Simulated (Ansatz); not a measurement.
# CH5OS+ (SMILES C[OH+]S): functionals against CCSD(T) at one geometry

One table from this session's results is given with a row withheld; the runs are named, their logs left out.

Method: single points in def2-TZVPP; program: Ansatz 0.2.0, Gaussian basis.

Cores are frozen in the correlated methods.

### The system as given

SMILES `C[OH+]S`, 8 atoms, charge 1, spin multiplicity 1.

Atoms are counted from 1 here; the program's logs count them from 0.

Bond lengths: C1–O2 1.438 Å, C1–H4 1.114 Å, C1–H5 1.065 Å, C1–H6 1.078 Å, O2–S3 1.772 Å, O2–H7 0.994 Å, S3–H8 1.338 Å. Angles: O2–C1–H4 111.9°, O2–C1–H5 107.9°, O2–C1–H6 107.6°, H4–C1–H5 109.5°, H4–C1–H6 109.5°, H5–C1–H6 110.4°, C1–O2–S3 118.9°, C1–O2–H7 111.0°, S3–O2–H7 112.8°, O2–S3–H8 97.4°.

As a file:

```xyz
8

C    -0.51540    0.66260   -0.32270
O     0.77380    0.09130   -0.03990
S     0.95160   -0.96700    1.37020
H    -1.24930   -0.10970   -0.64960
H    -0.39110    1.38530   -1.09520
H    -0.86770    1.13370    0.58060
H     1.18280   -0.29030   -0.86150
H     0.11210   -1.92910    0.97030
```

Set-up of the first run:

Contents of run/in.yaml:

```yaml
crystal:
  periodic: [false, false, false]
  atoms:
    - {symbol: C, position_ang: [-0.515400, 0.662600, -0.322700]}
    - {symbol: O, position_ang: [0.773800, 0.091300, -0.039900]}
    - {symbol: S, position_ang: [0.951600, -0.967000, 1.370200]}
    - {symbol: H, position_ang: [-1.249300, -0.109700, -0.649600]}
    - {symbol: H, position_ang: [-0.391100, 1.385300, -1.095200]}
    - {symbol: H, position_ang: [-0.867700, 1.133700, 0.580600]}
    - {symbol: H, position_ang: [1.182800, -0.290300, -0.861500]}
    - {symbol: H, position_ang: [0.112100, -1.929100, 0.970300]}
basis:
  gaussian: {orbitals: def2-TZVPP}
total_charge: 1
correlation: {method: ccsd_t}
output: {forces: true}
```

The command line of these runs was not kept.

Steps of the session up to this table: CCSD(T)/def2-TZVPP; PBE0-D4/def2-TZVPP; wB97M-V/def2-TZVPP; r2SCAN-D4/def2-TZVPP; PBE-D4/def2-TZVPP; wB97X-V/def2-TZVPP; r2SCANh-D4/def2-TZVPP.

One of the session's tables, all rows but one given; the rest of the session is left out.

| method | RMS force component (eV/Å) | angle to CCSD(T) forces (°) |
| --- | --- | --- |
| CCSD(T) | 0.675 | reference |
| PBE0-D4 | 0.636 | 10.9 |
| wB97M-V | 0.673 | 5.1 |
| r2SCAN-D4 | 0.664 | 5.5 |
| PBE-D4 | 0.630 | 19.4 |
| wB97X-V | 0.678 | 7.3 |
| r2SCANh-D4 | ? | ? |

**Question.** Estimate the row for r2SCANh-D4.

**Answer.** RMS force component (eV/Å): 0.668; angle to CCSD(T) forces (°): 5.7. In the column «RMS force component (eV/Å)» it lies between r2SCAN-D4 (0.664) and wB97M-V (0.673).
